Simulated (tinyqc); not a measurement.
Inside a calculation (part 1 of 2). Method: UHF in the sto-3g basis, for LiH+, spin multiplicity 2. Computed by tinyqc, a small Python program that keeps every step (integrals from PySCF). Settings: charge = 1, multiplicity = 2, basis = sto-3g, energy threshold = 1e-10, iteration cap = 67, orthogonalisation = canonical, start = random, DIIS depth = 8, damping = 0.2, method = UHF. Command: `OMP_NUM_THREADS=1 python tinyqc.py 27768 27769 out.jsonl` (the two numbers bound the seeds that draw the settings). One thread of a shared host (Intel(R) Xeon(R) Processor @ 2.60GHz), about 0.1 s of CPU time with the checks. Later iterations appear only in the table of the cycle.

## One-electron integrals

Geometry (angstrom):
```
atom         x         y         z
Li    0.000000  0.000000  0.000000
H     0.000000  0.000000  2.474000
```

Basis sto-3g: exponents (1/bohr^2) and contraction coefficients of normalised primitives:
```
element  l (shell)   exponent  coefficient
Li           s (1)  16.119575     0.154329
Li           s (1)   2.936201     0.535328
Li           s (1)   0.794651     0.444635
Li           s (2)   0.636290    -0.099967
Li           s (2)   0.147860     0.399513
Li           s (2)   0.048089     0.700115
Li           p (3)   0.636290     0.155916
Li           p (3)   0.147860     0.607684
Li           p (3)   0.048089     0.391957
H            s (1)   3.425251     0.154329
H            s (1)   0.623914     0.535328
H            s (1)   0.168855     0.444635
```

Overlap, kinetic and nuclear-attraction integrals over the contracted functions; the nuclear repulsion is the sum of Za Zb / Rab.

nuclear repulsion = 0.64168619 hartree

overlap S:
```
           1Li 1s    1Li 2s   1Li 2px   1Li 2py   1Li 2pz     2H 1s
1Li 1s   1.000000  0.241137  0.000000  0.000000  0.000000  0.008741
1Li 2s   0.241137  1.000000  0.000000  0.000000  0.000000  0.202056
1Li 2px  0.000000  0.000000  1.000000  0.000000  0.000000  0.000000
1Li 2py  0.000000  0.000000  0.000000  1.000000  0.000000  0.000000
1Li 2pz  0.000000  0.000000  0.000000  0.000000  1.000000  0.302430
2H 1s    0.008741  0.202056  0.000000  0.000000  0.302430  1.000000
```

kinetic energy T (hartree):
```
            1Li 1s     1Li 2s   1Li 2px   1Li 2py   1Li 2pz      2H 1s
1Li 1s    3.576786  -0.020237  0.000000  0.000000  0.000000  -0.004724
1Li 2s   -0.020237   0.102163  0.000000  0.000000  0.000000   0.004459
1Li 2px   0.000000   0.000000  0.319682  0.000000  0.000000   0.000000
1Li 2py   0.000000   0.000000  0.000000  0.319682  0.000000   0.000000
1Li 2pz   0.000000   0.000000  0.000000  0.000000  0.319682   0.027969
2H 1s    -0.004724   0.004459  0.000000  0.000000  0.027969   0.760032
```

nuclear attraction V (hartree):
```
            1Li 1s     1Li 2s    1Li 2px    1Li 2py    1Li 2pz      2H 1s
1Li 1s   -8.196777  -1.015921   0.000000   0.000000  -0.006736  -0.033984
1Li 2s   -1.015921  -1.416252   0.000000   0.000000  -0.074241  -0.294490
1Li 2px   0.000000   0.000000  -1.388767   0.000000   0.000000   0.000000
1Li 2py   0.000000   0.000000   0.000000  -1.388767   0.000000   0.000000
1Li 2pz  -0.006736  -0.074241   0.000000   0.000000  -1.441985  -0.444846
2H 1s    -0.033984  -0.294490   0.000000   0.000000  -0.444846  -1.868284
```

core Hamiltonian H = T + V (hartree):
```
            1Li 1s     1Li 2s    1Li 2px    1Li 2py    1Li 2pz      2H 1s
1Li 1s   -4.619990  -1.036159   0.000000   0.000000  -0.006736  -0.038708
1Li 2s   -1.036159  -1.314089   0.000000   0.000000  -0.074241  -0.290031
1Li 2px   0.000000   0.000000  -1.069085   0.000000   0.000000   0.000000
1Li 2py   0.000000   0.000000   0.000000  -1.069085   0.000000   0.000000
1Li 2pz  -0.006736  -0.074241   0.000000   0.000000  -1.122303  -0.416876
2H 1s    -0.038708  -0.290031   0.000000   0.000000  -0.416876  -1.108253
```

## Two-electron integrals

Functions are numbered as in S; the eight-fold symmetry (ij|kl) = (ji|kl) = (kl|ij) leaves the list below.

Two-electron integrals (ij|kl) in chemists' order, unique and non-zero (hartree):
```
(11|11) 1.680395   (21|11) 0.265420   (21|21) 0.049941   (22|11) 0.397727
(22|21) 0.092860   (22|22) 0.290562   (31|31) 0.008981   (32|31) 0.013788
(32|32) 0.064184   (33|11) 0.396640   (33|21) 0.092880   (33|22) 0.290497
(33|33) 0.312946   (41|41) 0.008981   (42|41) 0.013788   (42|42) 0.064184
(43|43) 0.016869   (44|11) 0.396640   (44|21) 0.092880   (44|22) 0.290497
(44|33) 0.279207   (44|44) 0.312946   (51|51) 0.008981   (52|51) 0.013788
(52|52) 0.064184   (53|53) 0.016869   (54|54) 0.016869   (55|11) 0.396640
(55|21) 0.092880   (55|22) 0.290497   (55|33) 0.279207   (55|44) 0.279207
(55|55) 0.312946   (61|11) 0.008887   (61|21) 0.001708   (61|22) 0.003323
(61|33) 0.003276   (61|44) 0.003276   (61|51) 0.000248   (61|52) 0.000491
(61|55) 0.003420   (61|61) 0.000067   (62|11) 0.054646   (62|21) 0.013074
(62|22) 0.048226   (62|33) 0.045327   (62|44) 0.045327   (62|51) 0.001918
(62|52) 0.015347   (62|55) 0.053975   (62|61) 0.000562   (62|62) 0.018163
(63|31) 0.000614   (63|32) 0.003717   (63|53) 0.001851   (63|63) 0.000783
(64|41) 0.000614   (64|42) 0.003717   (64|54) 0.001851   (64|64) 0.000783
(65|11) 0.078610   (65|21) 0.018879   (65|22) 0.070933   (65|33) 0.066147
(65|44) 0.066147   (65|51) 0.002947   (65|52) 0.023830   (65|55) 0.080435
(65|61) 0.000822   (65|62) 0.028226   (65|65) 0.044012   (66|11) 0.213885
(66|21) 0.051568   (66|22) 0.207297   (66|33) 0.191336   (66|44) 0.191336
(66|51) 0.006723   (66|52) 0.070831   (66|55) 0.238986   (66|61) 0.002197
(66|62) 0.105918   (66|65) 0.167728   (66|66) 0.774606
```

## Orthogonalisation

S = U s U^T; canonical form X = U s^(-1/2), so that X^T S X = 1. Each column of U has its largest component positive (the first on a tie).

eigenvalues of S: 0.607889  0.812132  1.000000  1.000000  1.180914  1.399065

X:
```
                 1          2         3          4          5         6
1Li 1s    0.386646   0.712423  0.000000   0.000000   0.575203  0.275531
1Li 2s   -0.658306  -0.542508  0.000000   0.000000   0.442083  0.436644
1Li 2px   0.000000   0.000000  0.070655   0.997501   0.000000  0.000000
1Li 2py   0.000000   0.000000  0.997501  -0.070655   0.000000  0.000000
1Li 2pz  -0.629433   0.556674  0.000000   0.000000  -0.485840  0.404355
2H 1s     0.816082  -0.345803  0.000000   0.000000  -0.290630  0.533558
```

Within a degenerate level the vectors are fixed only up to a rotation; this is one choice.

## Starting guess

The start is random orthonormal orbitals; D(s) = C_occ C_occ^T for each spin.

D(alpha) at the start:
```
            1Li 1s     1Li 2s    1Li 2px    1Li 2py    1Li 2pz      2H 1s
1Li 1s    0.450108  -0.318414   0.145211  -0.344207   0.264081   0.060022
1Li 2s   -0.318414   0.313336  -0.138839   0.084716  -0.355358   0.153513
1Li 2px   0.145211  -0.138839   0.061654  -0.045946   0.154298  -0.060984
1Li 2py  -0.344207   0.084716  -0.045946   0.549446   0.101868  -0.399165
1Li 2pz   0.264081  -0.355358   0.154298   0.101868   0.477429  -0.339763
2H 1s     0.060022   0.153513  -0.060984  -0.399165  -0.339763   0.444013
```

D(beta) at the start:
```
            1Li 1s     1Li 2s    1Li 2px    1Li 2py    1Li 2pz      2H 1s
1Li 1s    0.097618  -0.151116   0.065137   0.073271   0.214287  -0.169552
1Li 2s   -0.151116   0.233933  -0.100834  -0.113427  -0.331724   0.262472
1Li 2px   0.065137  -0.100834   0.043463   0.048891   0.142986  -0.113136
1Li 2py   0.073271  -0.113427   0.048891   0.054997   0.160843  -0.127264
1Li 2pz   0.214287  -0.331724   0.142986   0.160843   0.470395  -0.372194
2H 1s    -0.169552   0.262472  -0.113136  -0.127264  -0.372194   0.294493
```

## Iteration 1: building the Fock matrix

J_ij = sum D_kl (ij|kl) with D = D(alpha) + D(beta), K_ij = sum D_kl (ik|jl) for each spin; F = H + J - K(s); E = tr D H + tr D J / 2 - 0.5 sum_s tr D(s) K(s) + E_nn.

Coulomb J (hartree):
```
            1Li 1s     1Li 2s    1Li 2px    1Li 2py    1Li 2pz      2H 1s
1Li 1s    1.635738   0.324942  -0.003045  -0.006305  -0.008044   0.011115
1Li 2s    0.324942   0.862607  -0.026260  -0.015071  -0.043971   0.161130
1Li 2px  -0.003045  -0.026260   0.839418   0.000099   0.009385  -0.000696
1Li 2py  -0.006305  -0.015071   0.000099   0.856264   0.006915  -0.000398
1Li 2pz  -0.008044  -0.043971   0.009385   0.006915   0.889858   0.241895
2H 1s     0.011115   0.161130  -0.000696  -0.000398   0.241895   0.874411
```

exchange K(alpha) (hartree):
```
            1Li 1s     1Li 2s    1Li 2px    1Li 2py    1Li 2pz      2H 1s
1Li 1s    0.614210   0.026360   0.043854  -0.132134   0.075120   0.024626
1Li 2s    0.026360   0.138265  -0.036745  -0.026246  -0.097279   0.049875
1Li 2px   0.043854  -0.036745   0.052295  -0.013604   0.041537  -0.007469
1Li 2py  -0.132134  -0.026246  -0.013604   0.196719   0.003018  -0.066944
1Li 2pz   0.075120  -0.097279   0.041537   0.003018   0.147646   0.011699
2H 1s     0.024626   0.049875  -0.007469  -0.066944   0.011699   0.269971
```

exchange K(beta) (hartree):
```
            1Li 1s     1Li 2s    1Li 2px    1Li 2py    1Li 2pz      2H 1s
1Li 1s    0.098328  -0.018156   0.015225   0.017126   0.041121  -0.017898
1Li 2s   -0.018156   0.096101  -0.034365  -0.038656  -0.096325   0.040738
1Li 2px   0.015225  -0.034365   0.034785   0.014476   0.034642  -0.016705
1Li 2py   0.017126  -0.038656   0.014476   0.038200   0.038968  -0.018791
1Li 2pz   0.041121  -0.096325   0.034642   0.038968   0.125190  -0.014392
2H 1s    -0.017898   0.040738  -0.016705  -0.018791  -0.014392   0.164609
```

F(alpha) (hartree):
```
            1Li 1s     1Li 2s    1Li 2px    1Li 2py    1Li 2pz      2H 1s
1Li 1s   -3.598462  -0.737576  -0.046898   0.125829  -0.089901  -0.052219
1Li 2s   -0.737576  -0.589748   0.010485   0.011175  -0.020934  -0.178776
1Li 2px  -0.046898   0.010485  -0.281962   0.013703  -0.032152   0.006773
1Li 2py   0.125829   0.011175   0.013703  -0.409540   0.003896   0.066546
1Li 2pz  -0.089901  -0.020934  -0.032152   0.003896  -0.380091  -0.186680
2H 1s    -0.052219  -0.178776   0.006773   0.066546  -0.186680  -0.503812
```

F(beta) (hartree):
```
            1Li 1s     1Li 2s    1Li 2px    1Li 2py    1Li 2pz      2H 1s
1Li 1s   -3.082581  -0.693061  -0.018270  -0.023431  -0.055902  -0.009694
1Li 2s   -0.693061  -0.547583   0.008104   0.023585  -0.021887  -0.169638
1Li 2px  -0.018270   0.008104  -0.264452  -0.014376  -0.025257   0.016009
1Li 2py  -0.023431   0.023585  -0.014376  -0.251021  -0.032053   0.018393
1Li 2pz  -0.055902  -0.021887  -0.025257  -0.032053  -0.357635  -0.160589
2H 1s    -0.009694  -0.169638   0.016009   0.018393  -0.160589  -0.398451
```

total energy of this density = -2.91933045 hartree

This density is the starting one.

## Iteration 1: diagonalisation and new density

Diagonalise F' = X^T F X, C = X C', fill 2 alpha and 1 beta electrons from the bottom; D(s) = C_occ C_occ^T; the new density keeps 0.2 of the old one (damping). Each column has its largest component positive (the first on a tie).

F' = X^T F X (alpha) (hartree):
```
           1          2          3          4          5          6
1  -0.526850  -0.514729   0.092969  -0.005854  -0.501104  -0.336679
2  -0.514729  -1.635988   0.058389  -0.063624  -1.272296  -0.684108
3   0.092969   0.058389  -0.406971   0.022558   0.055330   0.075187
4  -0.005854  -0.063624   0.022558  -0.284531  -0.012630  -0.023101
5  -0.501104  -1.272296   0.055330  -0.012630  -1.743306  -0.775618
6  -0.336679  -0.684108   0.075187  -0.023101  -0.775618  -0.975304
```

orbital energies (alpha) (hartree): MO1 -3.612619, MO2 -0.560537, MO3 -0.452847, MO4 -0.389655, MO5 -0.302018, MO6 -0.255273

coefficients C (alpha):
```
               MO1        MO2        MO3        MO4        MO5        MO6
1Li 1s    1.008730  -0.111693  -0.117988   0.036424  -0.128627   0.044880
1Li 2s   -0.045782   0.439330   0.769731  -0.183535   0.508773  -0.183437
1Li 2px   0.014743  -0.032588  -0.154751   0.172622   0.601266   0.763841
1Li 2py  -0.039731  -0.272245   0.598864   0.605932  -0.362572   0.258946
1Li 2pz   0.025667   0.067457  -0.197335   0.737010   0.452241  -0.560142
2H 1s     0.008153   0.757921  -0.252474   0.064311  -0.578332   0.421735
```

F' = X^T F X (beta) (hartree):
```
           1          2          3          4          5          6
1  -0.402176  -0.398684   0.011743   0.015773  -0.430092  -0.236074
2  -0.398684  -1.376623  -0.056172  -0.033122  -1.084786  -0.572847
3   0.011743  -0.056172  -0.253114  -0.015179   0.007207   0.000470
4   0.015773  -0.033122  -0.015179  -0.262359   0.000183  -0.003207
5  -0.430092  -1.084786   0.007207   0.000183  -1.555333  -0.685665
6  -0.236074  -0.572847   0.000470  -0.003207  -0.685665  -0.848465
```

orbital energies (beta) (hartree): MO1 -3.085320, MO2 -0.487504, MO3 -0.379310, MO4 -0.281217, MO5 -0.241743, MO6 -0.222976

coefficients C (beta):
```
               MO1        MO2        MO3        MO4        MO5        MO6
1Li 1s    1.003970  -0.153039   0.056007  -0.148153   0.066151   0.054572
1Li 2s   -0.018217   0.686129  -0.347282   0.624827  -0.279218  -0.231724
1Li 2px   0.006868  -0.080717   0.225717   0.625605   0.687035   0.281230
1Li 2py   0.008818  -0.125782   0.280451   0.264616  -0.622079   0.669659
1Li 2pz   0.023495   0.062620   0.818940   0.196982  -0.198323  -0.593586
2H 1s    -0.010235   0.588476   0.164142  -0.592120   0.319906   0.573080
```

D(alpha) after iteration 1:
```
            1Li 1s     1Li 2s    1Li 2px    1Li 2py    1Li 2pz      2H 1s
1Li 1s    0.914030  -0.139884   0.043851  -0.076577   0.067502  -0.049139
1Li 2s   -0.139884   0.218753  -0.039761  -0.077286  -0.048303   0.296786
1Li 2px   0.043851  -0.039761   0.013354  -0.002560   0.029404  -0.031860
1Li 2py  -0.076577  -0.077286  -0.002560   0.170446   0.004866  -0.245164
1Li 2pz   0.067502  -0.048303   0.029404   0.004866   0.099653  -0.026884
2H 1s    -0.049139   0.296786  -0.031860  -0.245164  -0.026884   0.548411
```

D(beta) after iteration 1:
```
            1Li 1s     1Li 2s    1Li 2px    1Li 2py    1Li 2pz      2H 1s
1Li 1s    0.825889  -0.044855   0.018544   0.021737   0.061728  -0.042131
1Li 2s   -0.044855   0.047052  -0.020267  -0.022814  -0.066687   0.052644
1Li 2px   0.018544  -0.020267   0.008730   0.009827   0.028726  -0.022683
1Li 2py   0.021737  -0.022814   0.009827   0.011062   0.032334  -0.025525
1Li 2pz   0.061728  -0.066687   0.028726   0.032334   0.094521  -0.074631
2H 1s    -0.042131   0.052644  -0.022683  -0.025525  -0.074631   0.058982
```

## Iteration 2: building the Fock matrix

As before.

Coulomb J (hartree):
```
            1Li 1s     1Li 2s    1Li 2px    1Li 2py   1Li 2pz      2H 1s
1Li 1s    3.239692   0.541300  -0.000602  -0.004078  0.003931   0.018545
1Li 2s    0.541300   0.995091  -0.006391  -0.016375  0.037622   0.190937
1Li 2px  -0.000602  -0.006391   0.978689   0.000245  0.001759  -0.000240
1Li 2py  -0.004078  -0.016375   0.000245   0.984067  0.000253  -0.001098
1Li 2pz   0.003931   0.037622   0.001759   0.000253  1.016554   0.285537
2H 1s     0.018545   0.190937  -0.000240  -0.001098  0.285537   0.989054
```

exchange K(alpha) (hartree):
```
            1Li 1s     1Li 2s    1Li 2px    1Li 2py    1Li 2pz      2H 1s
1Li 1s    1.475310   0.206543   0.013422  -0.040259   0.024382   0.013785
1Li 2s    0.206543   0.137899  -0.010988  -0.047604   0.028041   0.129790
1Li 2px   0.013422  -0.010988   0.029604  -0.000758   0.006539  -0.005901
1Li 2py  -0.040259  -0.047604  -0.000758   0.076115  -0.015230  -0.050858
1Li 2pz   0.024382   0.028041   0.006539  -0.015230   0.086346   0.121678
2H 1s     0.013785   0.129790  -0.005901  -0.050858   0.121678   0.484229
```

exchange K(beta) (hartree):
```
           1Li 1s     1Li 2s    1Li 2px    1Li 2py    1Li 2pz      2H 1s
1Li 1s   1.366783   0.203415   0.005272   0.006284   0.015196   0.002495
1Li 2s   0.203415   0.056681  -0.006323  -0.007025  -0.017544   0.009239
1Li 2px  0.005272  -0.006323   0.013823   0.002909   0.006963  -0.003326
1Li 2py  0.006284  -0.007025   0.002909   0.014514   0.007838  -0.003740
1Li 2pz  0.015196  -0.017544   0.006963   0.007838   0.031965  -0.002668
2H 1s    0.002495   0.009239  -0.003326  -0.003740  -0.002668   0.032991
```

F(alpha) (hartree):
```
            1Li 1s     1Li 2s    1Li 2px    1Li 2py    1Li 2pz      2H 1s
1Li 1s   -2.855608  -0.701402  -0.014023   0.036181  -0.027187  -0.033948
1Li 2s   -0.701402  -0.456897   0.004597   0.031230  -0.064660  -0.228884
1Li 2px  -0.014023   0.004597  -0.120000   0.001003  -0.004780   0.005661
1Li 2py   0.036181   0.031230   0.001003  -0.161133   0.015483   0.049760
1Li 2pz  -0.027187  -0.064660  -0.004780   0.015483  -0.192095  -0.253017
2H 1s    -0.033948  -0.228884   0.005661   0.049760  -0.253017  -0.603428
```

F(beta) (hartree):
```
            1Li 1s     1Li 2s    1Li 2px    1Li 2py    1Li 2pz      2H 1s
1Li 1s   -2.747082  -0.698274  -0.005873  -0.010362  -0.018002  -0.022658
1Li 2s   -0.698274  -0.375679  -0.000068  -0.009350  -0.019075  -0.108333
1Li 2px  -0.005873  -0.000068  -0.104220  -0.002664  -0.005203   0.003087
1Li 2py  -0.010362  -0.009350  -0.002664  -0.099531  -0.007585   0.002642
1Li 2pz  -0.018002  -0.019075  -0.005203  -0.007585  -0.137714  -0.128671
2H 1s    -0.022658  -0.108333   0.003087   0.002642  -0.128671  -0.152190
```

total energy of this density = -6.60559273 hartree

This density is a damped mixture and is not idempotent.

## Iteration 2: DIIS over 2 matrices

error matrix X^T (FDS - SDF) X (alpha):
```
           1          2         3          4          5          6
1   0.000000   0.026947  0.074906  -0.022807   0.099220   0.031341
2  -0.026947   0.000000  0.108199  -0.057513   0.256230   0.002061
3  -0.074906  -0.108199  0.000000  -0.000145  -0.125636  -0.177236
4   0.022807   0.057513  0.000145   0.000000   0.067465   0.032736
5  -0.099220  -0.256230  0.125636  -0.067465   0.000000  -0.030211
6  -0.031341  -0.002061  0.177236  -0.032736   0.030211   0.000000
```

B (overlaps of the stored error matrices):
```
               1              2
1  5.4123564e+00  1.3286385e+00
2  1.3286385e+00  3.6115205e-01
```

Minimise |sum c_i e_i|^2 with sum c_i = 1: solve [B -1; -1 0][c; lambda] = [0; -1] with B_ij = tr e_i^T e_j summed over both spins, and take F = sum c_i F_i.

DIIS coefficients: -0.310467  1.310467

extrapolated F(alpha) (hartree):
```
            1Li 1s     1Li 2s    1Li 2px    1Li 2py    1Li 2pz      2H 1s
1Li 1s   -2.624977  -0.690171  -0.003817   0.008348  -0.007717  -0.028276
1Li 2s   -0.690171  -0.415652   0.002769   0.037456  -0.078236  -0.244441
1Li 2px  -0.003817   0.002769  -0.069716  -0.002940   0.003718   0.005316
1Li 2py   0.008348   0.037456  -0.002940  -0.084011   0.019080   0.044549
1Li 2pz  -0.007717  -0.078236   0.003718   0.019080  -0.133729  -0.273613
2H 1s    -0.028276  -0.244441   0.005316   0.044549  -0.273613  -0.634356
```

extrapolated F(beta) (hartree):
```
            1Li 1s     1Li 2s    1Li 2px    1Li 2py    1Li 2pz      2H 1s
1Li 1s   -2.642920  -0.699893  -0.002024  -0.006305  -0.006235  -0.026683
1Li 2s   -0.699893  -0.322308  -0.002605  -0.019575  -0.018202  -0.089300
1Li 2px  -0.002024  -0.002605  -0.054473   0.000972   0.001022  -0.000925
1Li 2py  -0.006305  -0.019575   0.000972  -0.052499   0.000012  -0.002248
1Li 2pz  -0.006235  -0.018202   0.001022   0.000012  -0.069436  -0.118762
2H 1s    -0.026683  -0.089300  -0.000925  -0.002248  -0.118762  -0.075734
```
